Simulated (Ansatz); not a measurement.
# BCl+ (doublet): wave-function methods side by side, cc-pVTZ

Aim: climb from Hartree-Fock through coupled cluster and multireference methods for BCl+ (doublet) at one geometry and basis, and see what each rung misses.

The runs use Ansatz 0.2.0, Gaussian basis; cc-pVTZ, core rule «outside noble gas», up to 6 orbitals frozen.

The runs, in order: UHF; CCSD(T) on ROHF; CCSD(T) on UHF; BCCD(T) on ROHF; CISD; CCSDT(Q) on ROHF; CCSDT(Q) on UHF; CASSCF and MRCISD+Q, 9 electrons in 8 orbitals; CASSCF and NEVPT2, 9 electrons in 8 orbitals.

6 further runs of the same task are left out: 2 for a known fault of the program, 1 that didn't finish, 3 set aside as unsound or not needed.

### Step 1. What is computed

The geometry is a PBE0/def2-TZVP stationary point (not a proven minimum).

2 atoms, charge 1, spin multiplicity 2.

Atoms are counted from 1 here; the program's logs count them from 0.

Bond lengths: B1–Cl2 1.596 Å.

### Step 2. UHF

Contents of in.yaml:

```yaml
crystal:
  periodic: [false, false, false]
  atoms:
    - {symbol: B, position_ang: [0.000000, 0.000000, 0.000000]}
    - {symbol: Cl, position_ang: [0.000000, 0.000000, 1.596400]}
basis:
  gaussian: {orbitals: cc-pVTZ}
total_charge: 1
magnetization: {spin_polarized: true, initial_magnetization: 1}
hamiltonian: {xc: hf}
output: {orbitals: {seedname: orbitals}}
```

On the command line:

```sh
> ansatz run in.yaml --threads 1 --pin off --events-out ev --progress --plain --max-ram 2393MiB
```

After this run come: CCSD(T) on ROHF; CCSD(T) on UHF; BCCD(T) on ROHF; CISD; CCSDT(Q) on ROHF; CCSDT(Q) on UHF; CASSCF and MRCISD+Q, 9 electrons in 8 orbitals; CASSCF and NEVPT2, 9 electrons in 8 orbitals.

**Question.** What will the summary of the whole plan be? Wanted: UCCSDT(Q) below the RHF energy; RMP2 from UCCSDT(Q); UMP2 from UCCSDT(Q); RCCSD from UCCSDT(Q); RCCSD(T) from UCCSDT(Q); UCCSD(T) from UCCSDT(Q); RCCSDT(Q) from UCCSDT(Q); NEVPT2 valence from UCCSDT(Q); MRCISD+Q valence from UCCSDT(Q).

As calculated:

| quantity | value |
| --- | --- |
| UCCSDT(Q) below the RHF energy | -7.1653 eV |
| RMP2 from UCCSDT(Q) | +938.6 meV |
| UMP2 from UCCSDT(Q) | +923.4 meV |
| RCCSD from UCCSDT(Q) | +392.5 meV |
| RCCSD(T) from UCCSDT(Q) | +45.8 meV |
| UCCSD(T) from UCCSDT(Q) | +45.8 meV |
| RCCSDT(Q) from UCCSDT(Q) | +4.4 meV |
| NEVPT2 valence from UCCSDT(Q) | +1094.4 meV |
| MRCISD+Q valence from UCCSDT(Q) | +68.4 meV |
| levels within 1 kcal/mol (43 meV) | RCCSDT, UCCSDT, RCCSDT(Q) |
| T1 diagnostic | 0.025 |
| effectively unpaired electrons | 1.02 |

In words: RCCSD(T) lands +45.8 meV from the yardstick (0.6 % of the correlation energy). One determinant dominates. Of the multireference levels listed MRCISD+Q valence comes nearest in total energy (+68.4 meV), which doesn't show that its space is the better one. These misses are within one basis, not against nature; the frozen cores of restricted and unrestricted runs differ, which can shift their rows.
